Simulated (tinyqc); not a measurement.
Inside a calculation. Method: UHF in the sto-3g basis, for NH3, spin multiplicity 1. One step of it, computed by the program tinyqc.

Task: Iteration 2: diagonalisation and new density. Diagonalise F' = X^T F X, C = X C', fill 5 alpha and 5 beta electrons from the bottom; D(s) = C_occ C_occ^T. Each column has its largest component positive (the first on a tie).

F(alpha) (hartree), order 1N 1s, 1N 2s, 1N 2px, 1N 2py, 1N 2pz, 2H 1s, 3H 1s, 4H 1s:
```
[[-15.434243, -3.925960, -0.000035, 0.000193, 0.015349, -1.058769, -1.059331, -1.059431],
 [-3.925960, -1.980131, 0.000664, 0.013586, 0.055806, -0.937772, -0.938127, -0.938529],
 [-0.000035, 0.000664, -0.392375, 0.001698, -0.000511, -0.479317, 0.239871, 0.239655],
 [0.000193, 0.013586, 0.001698, -0.396323, 0.045971, 0.001019, -0.413914, 0.415654],
 [0.015349, 0.055806, -0.000511, 0.045971, -0.392559, 0.109181, 0.101674, 0.116641],
 [-1.058769, -0.937772, -0.479317, 0.001019, 0.109181, -0.585387, -0.330856, -0.330931],
 [-1.059331, -0.938127, 0.239871, -0.413914, 0.101674, -0.330856, -0.583644, -0.331051],
 [-1.059431, -0.938529, 0.239655, 0.415654, 0.116641, -0.330931, -0.331051, -0.586915]]
```

F(beta) (hartree), order 1N 1s, 1N 2s, 1N 2px, 1N 2py, 1N 2pz, 2H 1s, 3H 1s, 4H 1s:
```
[[-15.434243, -3.925960, -0.000035, -0.000193, 0.015349, -1.058769, -1.059431, -1.059331],
 [-3.925960, -1.980131, 0.000664, -0.013586, 0.055806, -0.937772, -0.938529, -0.938127],
 [-0.000035, 0.000664, -0.392375, -0.001698, -0.000511, -0.479317, 0.239655, 0.239871],
 [-0.000193, -0.013586, -0.001698, -0.396323, -0.045971, -0.001019, -0.415654, 0.413914],
 [0.015349, 0.055806, -0.000511, -0.045971, -0.392559, 0.109181, 0.116641, 0.101674],
 [-1.058769, -0.937772, -0.479317, -0.001019, 0.109181, -0.585387, -0.330931, -0.330856],
 [-1.059431, -0.938529, 0.239655, -0.415654, 0.116641, -0.330931, -0.586915, -0.331051],
 [-1.059331, -0.938127, 0.239871, 0.413914, 0.101674, -0.330856, -0.331051, -0.583644]]
```

X, order 1N 1s, 1N 2s, 1N 2px, 1N 2py, 1N 2pz, 2H 1s, 3H 1s, 4H 1s:
```
[[1.025361, -0.158293, 0.000008, 0.000000, 0.005377, 0.023447, 0.023451, 0.023451],
 [-0.158293, 1.455664, -0.000146, 0.000000, -0.064163, -0.345874, -0.346109, -0.346109],
 [0.000008, -0.000146, 1.183267, 0.000000, 0.000025, -0.346039, 0.173132, 0.173132],
 [0.000000, 0.000000, 0.000000, 1.183287, 0.000000, 0.000000, -0.299787, 0.299787],
 [0.005377, -0.064163, 0.000025, 0.000000, 1.009485, 0.051275, 0.051319, 0.051319],
 [0.023447, -0.345874, -0.346039, 0.000000, 0.051275, 1.281332, -0.056703, -0.056703],
 [0.023451, -0.346109, 0.173132, -0.299787, 0.051319, -0.056703, 1.281574, -0.056729],
 [0.023451, -0.346109, 0.173132, 0.299787, 0.051319, -0.056703, -0.056729, 1.281574]]
```

Give: F' = X^T F X; orbital energies; coefficients C; F' = X^T F X; orbital energies; coefficients C; D(alpha) after iteration 2; D(beta) after iteration 2.

Result:

F' = X^T F X (alpha) (hartree):
```
[[-15.1360, -2.0785, -0.0001, -0.0020, 0.0241, -0.1789, -0.1785, -0.1796],
 [-2.0785, -0.7313, 0.0008, 0.0186, -0.0573, -0.5079, -0.5128, -0.5038],
 [-0.0001, 0.0008, -0.0061, 0.0021, -0.0006, -0.5667, 0.2831, 0.2833],
 [-0.0020, 0.0186, 0.0021, -0.0121, 0.0585, -0.0017, -0.4904, 0.4873],
 [0.0241, -0.0573, -0.0006, 0.0585, -0.3721, 0.0925, 0.0685, 0.1159],
 [-0.1789, -0.5079, -0.5667, -0.0017, 0.0925, 0.0543, -0.0855, -0.0851],
 [-0.1785, -0.5128, 0.2831, -0.4904, 0.0685, -0.0855, 0.0565, -0.0847],
 [-0.1796, -0.5038, 0.2833, 0.4873, 0.1159, -0.0851, -0.0847, 0.0522]]
```

orbital energies (alpha) (hartree): [-15.4421, -1.1192, -0.6341, -0.6309, -0.3965, 0.6007, 0.7627, 0.7647]

coefficients C (alpha), order 1N 1s, 1N 2s, 1N 2px, 1N 2py, 1N 2pz, 2H 1s, 3H 1s, 4H 1s:
```
[[0.9934, -0.2240, 0.0022, 0.0002, -0.0428, -0.1981, -0.0063, -0.0009],
 [0.0325, 0.7450, -0.0165, -0.0023, 0.2194, 1.3789, 0.0367, 0.0049],
 [0.0000, -0.0007, -0.0803, 0.5903, -0.0002, -0.0009, -0.1093, 1.1013],
 [0.0000, -0.0103, 0.5951, 0.0781, -0.0060, -0.0159, 1.0987, 0.1106],
 [-0.0026, -0.0669, -0.0919, -0.0113, 0.9696, -0.2745, 0.0508, 0.0044],
 [-0.0068, 0.1606, -0.0522, 0.4716, -0.0594, -0.7388, 0.0900, -1.0403],
 [-0.0068, 0.1596, 0.4388, -0.1786, 0.0319, -0.7257, -0.9649, 0.4279],
 [-0.0069, 0.1620, -0.3591, -0.2876, -0.1485, -0.7565, 0.8317, 0.6064]]
```

F' = X^T F X (beta) (hartree):
```
[[-15.1360, -2.0785, -0.0001, 0.0020, 0.0241, -0.1789, -0.1796, -0.1785],
 [-2.0785, -0.7313, 0.0008, -0.0186, -0.0573, -0.5079, -0.5038, -0.5128],
 [-0.0001, 0.0008, -0.0061, -0.0021, -0.0006, -0.5667, 0.2833, 0.2831],
 [0.0020, -0.0186, -0.0021, -0.0121, -0.0585, 0.0017, -0.4873, 0.4904],
 [0.0241, -0.0573, -0.0006, -0.0585, -0.3721, 0.0925, 0.1159, 0.0685],
 [-0.1789, -0.5079, -0.5667, 0.0017, 0.0925, 0.0543, -0.0851, -0.0855],
 [-0.1796, -0.5038, 0.2833, -0.4873, 0.1159, -0.0851, 0.0522, -0.0847],
 [-0.1785, -0.5128, 0.2831, 0.4904, 0.0685, -0.0855, -0.0847, 0.0565]]
```

orbital energies (beta) (hartree): [-15.4421, -1.1192, -0.6341, -0.6309, -0.3965, 0.6007, 0.7627, 0.7647]

coefficients C (beta), order 1N 1s, 1N 2s, 1N 2px, 1N 2py, 1N 2pz, 2H 1s, 3H 1s, 4H 1s:
```
[[0.9934, -0.2240, -0.0022, 0.0002, -0.0428, -0.1981, 0.0063, -0.0009],
 [0.0325, 0.7450, 0.0165, -0.0023, 0.2194, 1.3789, -0.0367, 0.0049],
 [0.0000, -0.0007, 0.0803, 0.5903, -0.0002, -0.0009, 0.1093, 1.1013],
 [0.0000, 0.0103, 0.5951, -0.0781, 0.0060, 0.0159, 1.0987, -0.1106],
 [-0.0026, -0.0669, 0.0919, -0.0113, 0.9696, -0.2745, -0.0508, 0.0044],
 [-0.0068, 0.1606, 0.0522, 0.4716, -0.0594, -0.7388, -0.0900, -1.0403],
 [-0.0069, 0.1620, 0.3591, -0.2876, -0.1485, -0.7565, -0.8317, 0.6064],
 [-0.0068, 0.1596, -0.4388, -0.1786, 0.0319, -0.7257, 0.9649, 0.4279]]
```

D(alpha) after iteration 2, order 1N 1s, 1N 2s, 1N 2px, 1N 2py, 1N 2pz, 2H 1s, 3H 1s, 4H 1s:
```
[[1.0388, -0.1440, 0.0001, 0.0039, -0.0294, -0.0402, -0.0430, -0.0376],
 [-0.1440, 0.6045, -0.0006, -0.0190, 0.1644, 0.1062, 0.1189, 0.0945],
 [0.0001, -0.0006, 0.3549, -0.0017, 0.0005, 0.2825, -0.1408, -0.1410],
 [0.0039, -0.0190, -0.0017, 0.3603, -0.0607, 0.0045, 0.2453, -0.2369],
 [-0.0294, 0.1644, 0.0005, -0.0607, 0.9531, -0.0689, -0.0180, -0.1185],
 [-0.0402, 0.1062, 0.2825, 0.0045, -0.0689, 0.2546, -0.0833, -0.0820],
 [-0.0430, 0.1189, -0.1408, 0.2453, -0.0180, -0.0833, 0.2510, -0.0850],
 [-0.0376, 0.0945, -0.1410, -0.2369, -0.1185, -0.0820, -0.0850, 0.2600]]
```

D(beta) after iteration 2, order 1N 1s, 1N 2s, 1N 2px, 1N 2py, 1N 2pz, 2H 1s, 3H 1s, 4H 1s:
```
[[1.0388, -0.1440, 0.0001, -0.0039, -0.0294, -0.0402, -0.0376, -0.0430],
 [-0.1440, 0.6045, -0.0006, 0.0190, 0.1644, 0.1062, 0.0945, 0.1189],
 [0.0001, -0.0006, 0.3549, 0.0017, 0.0005, 0.2825, -0.1410, -0.1408],
 [-0.0039, 0.0190, 0.0017, 0.3603, 0.0607, -0.0045, 0.2369, -0.2453],
 [-0.0294, 0.1644, 0.0005, 0.0607, 0.9531, -0.0689, -0.1185, -0.0180],
 [-0.0402, 0.1062, 0.2825, -0.0045, -0.0689, 0.2546, -0.0820, -0.0833],
 [-0.0376, 0.0945, -0.1410, 0.2369, -0.1185, -0.0820, 0.2600, -0.0850],
 [-0.0430, 0.1189, -0.1408, -0.2453, -0.0180, -0.0833, -0.0850, 0.2510]]
```
